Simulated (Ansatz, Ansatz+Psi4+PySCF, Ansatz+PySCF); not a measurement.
```xyz
2

Li    0.0000    0.0000    0.4100
H     0.0000    0.0000   -2.8700
```

Basis set: cc-pVTZ on H; cc-pCVTZ on Li (spherical functions). All electrons are correlated. Charge 0, multiplicity 1.

Computed with Ansatz (development build ahead of 0.2.0); each method stands on the lowest determinant of its kind that the runs found. Restricted open shells among the atoms or ions are ROHF, correlated in semicanonical orbitals with singles.

(1) Give the atomization energy at this shape (free ground-state atoms in the same class of orbitals less the molecule, no zero-point energy) of singlet LiH by RHF-CCSD(T), UHF-MP2, RHF-MP2, RHF, UHF.

## Answers

(1)

```csv
method,atomization energy
RHF-CCSD(T),48.1 kJ/mol
UHF-MP2,14.1 kJ/mol
RHF-MP2,-2.7 kJ/mol
RHF,-79.9 kJ/mol
UHF,7.9 kJ/mol
```

Caution: the shape is not the minimum. Caution for RHF-CCSD(T), RHF-MP2, RHF: an unrestricted determinant lies well below. Caution for RHF-CCSD(T), UHF-MP2, RHF-MP2: large amplitudes, a single reference is doubtful. Caution for UHF-MP2: a plain start can end on a higher determinant. Caution for UHF-MP2, UHF: the unrestricted determinant is a mixture of spin states.
